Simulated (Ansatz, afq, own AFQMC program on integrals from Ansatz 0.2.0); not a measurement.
GeH4 + HO, doublet in cc-pVDZ along one coordinate

```xyz
7

Ge   -0.5299    0.0101    0.0000
H    -1.0414    1.4567    0.0000
H    -1.0414   -0.7132    1.2528
H    -1.0414   -0.7132   -1.2528
H     1.0044    0.0101    0.0000
O     2.3741    0.0101    0.0000
H     2.6259   -0.9298    0.0000
```

A hydrogen atom is moved from one rigid fragment to the other; the Ge1–H5 distance tells how far. The two fragments are held close together, so this isn't a minimum-energy path and the start is a compressed complex. Energies in mEh count from this geometry (1.534 Å) at the same level; the start stands on UHF, each point on the determinant named.

Basis cc-pVDZ. Noble-gas cores (and the filled d shells of Ga–Kr and In–Xe) are frozen. Integrals, coupled cluster, full CI and functionals: Ansatz 0.2.0; the random walks run on the same integrals in our own AFQMC program. ph-AFQMC/CISD is guided by a CISD state made of CCSD amplitudes; releasing the constraint for a short imaginary time cuts its bias at the price of noise, slowly where states lie close. ± is one standard error of the sampling. No spin–orbit coupling.

Cautions, each for one point or more: inner d shell frozen; no relativity below Rb; no spin-orbit coupling.

```tsv
r(Ge1–H5) / Å	det.	T1	weight	⟨S²⟩	CCSD(T)	ph-AFQMC/CISD	CCSDT(Q)	MP2	B3LYP
1.643	UHF	0.022	0.86	0.79	-8.7	-8.8 ± 0.2	-8.8	-10.5	-8.9
1.697	UHF	0.019	0.87	0.79	-14.3	-14.3 ± 0.2	-14.5	-18.4	-13.8
1.751	UHF	0.016	0.87	0.78	-20.8	-21.1 ± 0.2	-20.9	-27.3	-19.1
1.806	UHF	0.014	0.87	0.77	-27.7	-27.8 ± 0.2	-27.7	-36.0	-24.5
1.914	UHF	0.012	0.88	0.76	-37.5	-37.5 ± 0.2	-37.4	-47.3	-31.3
```

Weight is that of the determinant in the CISD state; at the start T1 is 0.023 and the weight 0.87, and ⟨S²⟩ is 0.77. Largest departures from CCSDT(Q), at the points where its series has closed: CCSD(T) -0.1 mEh at 1.914 (on UHF), ph-AFQMC/CISD -0.1 mEh at 1.751 (on UHF) (within the noise), MP2 -9.9 mEh at 1.914 (on UHF), B3LYP 6.1 mEh at 1.914. Functionals count only at points shown to share the start's state and spin. In this small basis the wave-function levels are far from their limit, so their gap to the functionals isn't the functionals' error.

Some points may be missing: those where a free walk finds a much lower state, and past Zn most of those on another determinant than at the start.

A walk keeps the symmetry of its determinant, which the program's search chose and which needn't be the lowest solution, so a lower state of the same spin and another symmetry isn't excluded.
